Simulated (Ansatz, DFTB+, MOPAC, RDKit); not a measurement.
Molecule: water, H₂O, charge 0, multiplicity 1. SMILES: O

Atoms: O1, H2, H3. Bonds: O1-H2, O1-H3.

Bond lengths (Å) and angles (degrees) optimised at MMFF94 with RDKit; PM3 with MOPAC; SCC-DFTB with DFTB+; HF/STO-3G with Ansatz (an electronic-structure program); HF/6-31G* with Ansatz; B3LYP/LANL2DZ with Ansatz, each started from the B3LYP-D3(BJ)/def2-TZVP structure (Ansatz) of the last column. A row stands for all coordinates that are equal there. 6-31G* holds six Cartesian d functions. No wavenumbers were computed at MMFF94, PM3, SCC-DFTB, HF/STO-3G, B3LYP/LANL2DZ, so these may be saddle points.

```tsv
coordinate	MMFF94	PM3	SCC-DFTB	HF/STO-3G	HF/6-31G*	B3LYP/LANL2DZ	B3LYP-D3(BJ)/def2-TZVP
O1-H2	0.969	0.951	0.966	0.989	0.947	0.977	0.963
H2-O1-H3	104.0	107.7	106.8	100.0	105.5	110.0	105.2
```

Mean signed difference of all 2 bond lengths from B3LYP-D3(BJ)/def2-TZVP: MMFF94 0.006 Å, PM3 -0.012 Å, SCC-DFTB 0.003 Å, HF/STO-3G 0.027 Å, HF/6-31G* -0.015 Å, B3LYP/LANL2DZ 0.014 Å.
